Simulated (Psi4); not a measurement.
# Exact exchange and the HOMO–LUMO gap of S2O (Disulfur monoxide)

S2O: 3 atoms, total charge 0, spin state singlet. SMILES: `O=S=S`. The shape is that of a PBE0-D4/def2-TZVP optimisation.

The HOMO–LUMO gap y, in eV, basis def2-TZVP; a is the functional's share of exact exchange. Programs: Psi4 1.11.

| functional | program | a | y (eV) |
| --- | --- | --- | --- |
| revPBE | Psi4 | 0 | 2.21 |
| PBE | Psi4 | 0 | 2.20 |
| TPSSh | Psi4 | 0.1 | 3.10 |
| B3LYP | Psi4 | 0.2 | 3.78 |
| PBE0 | Psi4 | 0.25 | ? |
| BHLYP | Psi4 | 0.5 | 6.23 |

Fit y = c + s·a to the known rows and predict PBE0.


1. Means of the 5 rows: a = 0.1600, y = 3.504.
2. Σ(Δa)² = 0.172, Σ(Δa·Δy) = 1.3778, so the slope is 1.3778/0.172 = 8.0105.
3. Intercept: 3.504 − (8.0105) × 0.1600 = 2.222. The largest residual of the fit is 0.077.
4. PBE0: 2.222 + (8.0105) × 0.25 = 4.22 eV.

The run gave 4.20 eV, so the prediction is off by +0.02 eV, within the largest residual. Exact exchange lowers occupied levels and raises empty ones.
